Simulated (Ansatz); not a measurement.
System: CH2N, net charge 1, singlet state. It need not be the lowest isomer of its formula. 
Geometry from a B3LYP-D3(BJ)/def2-TZVP (Ansatz, an electronic-structure program) optimisation:
```xyz
4

C      0.0000     0.0000    -0.5980
N      0.0000     0.0000     0.5315
H      0.0000     0.0000    -1.6793
H      0.0000     0.0000     1.5473
```
Charge +1, spin multiplicity 1.

Basis-set convergence of Hartree-Fock and MP2 correlation energies (hartree) with Ansatz. Valence correlation only, unless marked. No spin-orbit coupling. No relativistic terms.

| basis | functions | E(HF) | E(corr, MP2) |
|---|---|---|---|
| cc-pVDZ | 38 | -93.16859 | -0.27713 |
| cc-pVTZ | 88 | -93.19629 | -0.33574 |
| cc-pVQZ | 170 | -93.20257 | -0.35725 |

Extrapolating the two largest sets (X = 3 and 4) as X^-3: E(corr) = (64·(-0.35725) - 27·(-0.33574))/37 = -0.3729 Eh, an estimate of the basis-set limit. The largest set recovers 95.8 % of it, the smallest 74.3 %.
